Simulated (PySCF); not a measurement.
Gas-phase reaction: PH3 + 2 SiH3 ⇌ H3SiPH2 + SiH4

Computed with PySCF (xtb for GFN2) and rigid-rotor harmonic-oscillator thermochemistry at 1 bar. † marks an energy on the PBE0/def2-TZVP geometry and frequencies; other levels use their own. MP2 and CCSD(T) freeze the core. Open shells (unrestricted): SiH3 (multiplicity 2); the rest are closed-shell singlets. GFN2 has no spin-polarisation term. MP2 isn't extrapolated to the basis-set limit; its ΔH°(298 K) is -311.5 kJ in def2-SVP and -332.6 kJ in def2-TZVPP. CCSD(T) isn't extrapolated to the basis-set limit; its ΔH°(298 K) is -307.4 kJ in def2-SVP and -327.0 kJ in def2-TZVPP. The harmonic model lacks anharmonicity and excited electronic states, which grow with temperature; levels with a mode under 35 cm⁻¹ are left out. Internal rotation in H3SiPH2 is treated as a harmonic vibration of one conformer, which makes the entropy rough.

```
level                ΔE electronic, kJ  ΔH°(298 K), kJ  ΔS°(298 K), J/K  ΔG°(1400 K), kJ
-------------------  -----------------  --------------  ---------------  ---------------
CCSD(T)/def2-TZVPP†               -339            -327             -160             -111
GFN2-xTB                          -374            -367             -158             -155
MP2/def2-SVP†                     -323            -312             -160              -95
PBE/def2-TZVP†                    -328            -316             -160             -100
ωB97M-V/def2-TZVP†                -355            -344             -160             -127
```
ΔH° is lowest at GFN2-xTB and highest at MP2/def2-SVP†. No reference value is set beside these.
